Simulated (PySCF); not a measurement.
## Working out the electron affinity of B

B⁻ [He] 2s2 2p2 (3P) → B [He] 2s2 2p1 (2P). Computed with PySCF 2.14 in dyall-acv3z, with no relativity, point nucleus. Frozen: nothing; the 5 highest virtual orbitals dropped. Energies in hartree (1 hartree = 27.21139 eV):

```
             part  B⁻ (lower)   B (upper)
              UHF  -24.521909  -24.533083
MP2 opposite-spin   -0.093270   -0.085203
    MP2 same-spin   -0.016370   -0.005625
```

Q: What does Hartree-Fock give?

A: (-24.533083) − (-24.521909) = -0.011174 hartree = -0.304 eV.

Q: What do MP2 and SCS-MP2 (6/5 opposite-spin, 1/3 same-spin) give?

A: The opposite-spin parts differ by 0.220 eV and the same-spin parts by 0.292 eV. MP2: -0.304 + (0.220) + (0.292) = 0.208 eV. SCS-MP2: -0.304 + 1.2 × (0.220) + (0.292)/3 = 0.057 eV.

A first-order spin-orbit estimate adds -0.001 eV to MP2 (valence and next inner shell), giving 0.207 eV against 0.280 eV (measured; photodetachment measurements, as compiled on the Wikipedia data page of electron affinities).

What remains against the reference includes basis incompleteness and correlation beyond second order.
